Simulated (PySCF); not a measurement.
Molecule: 3-butenal, C4H6O.

Geometry:
```json
{"atom": "C1", "x (Å)": "-1.787", "y (Å)": "0.540", "z (Å)": "0.275"}
{"atom": "C2", "x (Å)": "-0.551", "y (Å)": "0.576", "z (Å)": "-0.221"}
{"atom": "C3", "x (Å)": "0.375", "y (Å)": "-0.593", "z (Å)": "-0.285"}
{"atom": "C4", "x (Å)": "1.763", "y (Å)": "-0.315", "z (Å)": "0.233"}
{"atom": "O5", "x (Å)": "2.154", "y (Å)": "0.756", "z (Å)": "0.608"}
{"atom": "H6", "x (Å)": "-2.421", "y (Å)": "1.429", "z (Å)": "0.292"}
{"atom": "H7", "x (Å)": "-2.214", "y (Å)": "-0.381", "z (Å)": "0.686"}
{"atom": "H8", "x (Å)": "-0.151", "y (Å)": "1.519", "z (Å)": "-0.609"}
{"atom": "H9", "x (Å)": "-0.027", "y (Å)": "-1.472", "z (Å)": "0.249"}
{"atom": "H10", "x (Å)": "0.514", "y (Å)": "-0.936", "z (Å)": "-1.331"}
{"atom": "H11", "x (Å)": "2.443", "y (Å)": "-1.208", "z (Å)": "0.233"}
```

Spin–spin couplings on one PBE0-D3(BJ)/def2-SVP geometry, PySCF, gas phase, non-relativistic, equivalent pairs averaged (without the spin–dipole term); isotopes ¹³C, ¹H; functional B3LYP.

How do the couplings (Hz) change with the basis set? Times are CPU seconds on shared hosts with different chips, so compare them loosely. Far from the basis limit: 6-31G*, pcJ-0, 6-31G-J, def2-TZVP, cc-pVTZ.

## Answers


```tsv
basis set	functions	¹J(C4,H11)	¹J(C1,H6)	¹J(C2,H8)	¹J(C1,H7)	¹J(C3,H9)	¹J(C1,C2)	¹J(C2,C3)	core-s
6-31G*	82	171.9	169.2	165.1	164.8	143.9	89.0	60.5	8.4
pcJ-0	83	157.1	149.4	148.7	143.9	112.6	58.2	37.9	6.1
6-31G-J	84	182.9	175.1	172.0	168.8	134.6	78.6	48.9	6.6
def2-TZVP	191	168.8	161.7	159.9	155.4	122.9	76.4	47.1	19
pcJ-1	195	176.2	170.5	166.2	163.3	129.8	78.1	48.6	20
cc-pVTZ	234	163.0	154.3	150.7	148.2	112.6	83.0	37.1	25
```

The Fermi-contact term samples the wavefunction at the nucleus, which is why sets with added tight s functions (names with J) are made for couplings.
